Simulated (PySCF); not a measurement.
`N[SiH2]O`: 4 charge schemes on one density

Compound: H5NOSi.
Cartesian coordinates in Å at the PBE0-D3(BJ)/def2-SVP level; atoms count from 1:
```
atom  x, y, z in Å
N1     1.210    0.247    0.038
Si2   -0.444   -0.209   -0.096
O3    -1.482    1.033    0.300
H4     1.673    0.863   -0.619
H5     1.867   -0.319    0.559
H6    -0.873   -0.569   -1.476
H7    -0.579   -1.384    0.820
H8    -1.279    1.482    1.126
```

Density: PBE0/pcSseg-1 (PySCF); schemes: Mulliken, IAO, Hirshfeld and ESP-fitted. The structure is a single PBE0-D3(BJ)/def2-SVP conformer in the gas phase; no vibrational or solvent corrections.

**Question.** Atoms with like bonding are taken together and averaged. Do the Mulliken, IAO, Hirshfeld and ESP-fitted schemes agree on where the charge is lowest?

**Answer.** All schemes include N1: Mulliken N1 (-0.662); IAO N1 (-0.853); Hirshfeld N1 and O3 (-0.321); ESP-fitted N1 (-1.075).

**Question.** Which atoms carry the highest charge in the Mulliken, IAO, Hirshfeld and ESP-fitted schemes?

**Answer.** All schemes agree: Mulliken Si2 (+0.888); IAO Si2 (+1.083); Hirshfeld Si2 (+0.413); ESP-fitted Si2 (+0.902).

**Question.** At which atom do the 4 schemes differ most?

**Answer.** At N1: from -1.075 (ESP-fitted) to -0.321 e (Hirshfeld), 0.754 e apart.

**Question.** Tabulate the Mulliken, IAO, Hirshfeld and ESP-fitted charges.

**Answer.** In e; atoms taken as equivalent share a row and are averaged (×n: the atom named and its like, n in all):

```tsv
atom	environment	Mulliken	IAO	Hirshfeld	ESP-fitted
N1	silicon-bound nitrogen	-0.662	-0.853	-0.321	-1.075
Si2	oxygen-bound silicon	+0.888	+1.083	+0.413	+0.902
O3	silanol oxygen	-0.567	-0.787	-0.321	-0.713
H4/H5	N–H hydrogen	+0.201	+0.267	+0.121	+0.399
H6/H7	Si–H hydrogen	-0.154	-0.166	-0.090	-0.170
H8	hydroxyl hydrogen	+0.245	+0.356	+0.168	+0.427
```

Mean size of the charges over all atoms: ESP-fitted 0.532 e, IAO 0.493 e, Mulliken 0.384 e, Hirshfeld 0.206 e. Each set sums to the total charge, 0, to within 0.001 e. The Mulliken scheme counts on each atom the diagonal of the density matrix times the overlap matrix over that atom's basis functions.

Some averages cover members that differ in this geometry: H6/H7, ESP-fitted -0.184 to -0.155 e.

**Question.** How closely do the schemes follow one another over all atoms?

**Answer.** Correlation coefficient and root-mean-square difference: Mulliken with IAO 1.00, 0.134 e; IAO with Hirshfeld 1.00, 0.360 e; Mulliken with Hirshfeld 0.99, 0.231 e; Hirshfeld with ESP-fitted 0.98, 0.387 e; IAO with ESP-fitted 0.98, 0.126 e; Mulliken with ESP-fitted 0.97, 0.195 e.

**Question.** Sum the charges by element, for elements with more than one atom.

**Answer.** 
```csv
element,atoms,Mulliken,IAO,Hirshfeld,ESP-fitted
H,5,+0.340,+0.557,+0.229,+0.885
```

**Question.** How many electrons does the Hirshfeld scheme count on O3?

**Answer.** Z − q = 8 − (-0.321) = 8.321.

These values come from a run that also computed NMR shieldings. On Arm Neoverse V2, one thread, no GPU, shared host, this took 3.6 s of wall time.
